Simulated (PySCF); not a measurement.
Compound: C₅H₆F (charge +1).
Numbering: `[CH3:1][c+:2]1[cH:3][c:4]1[CH2:5][F:6]`

Geometry (PBE0-D3(BJ)/def2-SVP, Å), atoms numbered from 1 in this order:
```
atom  x, y, z in Å
C1     1.968   -0.284    0.061
C2     0.674    0.374   -0.044
C3    -0.095    1.494   -0.198
C4    -0.704    0.282   -0.051
C5    -1.909   -0.553    0.035
F6    -1.584   -1.849    0.202
H7     2.033   -0.769    1.050
H8     2.801    0.415   -0.074
H9     2.018   -1.099   -0.679
H10   -0.175    2.574   -0.339
H11   -2.498   -0.403   -0.891
H12   -2.526   -0.182    0.876
```

Computed, not measured: delta-SCF UKS SCAN, pcX-2 on the ionised atom, pcseg-1 elsewhere, spin-free X2C (PySCF 2.14.0). These are vertical core ionisation energies against the vacuum level, from separate self-consistent calculations with and without the core hole.

Some binding energies are withheld.

```tsv
atom(s)	bonded to	level	binding energy (eV)
C1	C and 3 H	C 1s	296.78
C2	2 C (aromatic in the SMILES) and C	C 1s	298.84
C3	2 C (aromatic in the SMILES) and H	C 1s	298.46
C4	2 C (aromatic in the SMILES) and C	C 1s	?
C5	F, C and 2 H	C 1s	?
F6	C	F 1s	?
```

What is the C 1s binding energy of C4?

298.70 eV (unsaturated ring carbon). The nearest listed C 1s value is that of C2; the shift against it is -0.14 eV.

What is the C 1s binding energy of C5?

299.16 eV (sp3 C–F carbon). The nearest listed C 1s value is that of C2; the shift against it is +0.32 eV.

What is the F 1s binding energy of F6?

697.73 eV (alkyl fluorine).

The listed C 1s values span 2.38 eV, from C1 (bonded to C and 3 H) to C5 (bonded to F, C and 2 H). The widest gap between neighbouring values is 1.68 eV, between 296.78 and 298.46 eV. Summing the Pauling electronegativity differences to the bonded atoms, each weighted by its formal bond order, gives -1.05 for the lowest site and +0.73 for the highest; no listed site has a larger sum than the highest.

Which photon wavelength matches the C 1s of C4 threshold?

λ = hc/E = 12398.42 eV Å / 298.70 eV = 41.508 Å.

The species carries charge +1, so core ionisation leaves charge +2. The structure is a single PBE0-D3(BJ)/def2-SVP conformer in the gas phase; no vibrational or solvent corrections.
